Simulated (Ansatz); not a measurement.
**Structure relaxation of Pd**

The calculation used DFT PBEsol, scalar-relativistic, plane waves, PAW (Ansatz). Cutoff 420 eV, Γ-centred k mesh, Gaussian smearing, no spin polarisation in the final step.

The start puts Pd on the simple cubic structure type (Pm-3m, No. 221), at a guessed volume.

```
Pd
1.0
     2.50586    0.00000    0.00000
     0.00000    2.50586    0.00000
     0.00000    0.00000    2.50586
Pd
1
Direct
  0.00000 0.00000 0.00000
```

Cell and atoms relax at zero pressure; the relaxation can't lower the symmetry of the start. After a coarse first stage the cell is made exact in the group found at 0.06 Å.

Energies count from the standard state of Pd at the same level.

Q: Describe the relaxed structure.

A: It keeps Pm-3m (No. 221). The result has the simple cubic structure. Conventional cell: a = 2.566 Å. Around Pd lie 6 Pd at 2.57 Å.

```
Pd
1.0
     2.56578    0.00000    0.00000
     0.00000    2.56578    0.00000
     0.00000    0.00000    2.56578
Pd
1
Direct
  0.00000 0.00000 0.00000
```

Q: What are its volume, energy, density and gap?

A: The volume per atom is 16.89 Å³, the density is 10.46 g/cm³ and the energy over the standard structure is 0.60 eV/atom. The gap on the 22×22×22 mesh is 0 eV (a metal).

The final run used a 22×22×22 mesh on its 1-atom cell and 0.10 eV smearing. The k mesh leaves about 4 meV/atom of noise in metals. Symmetry constrained the relaxation, so the result can be a saddle point.

This simple cubic form isn't the element's structure at ambient conditions.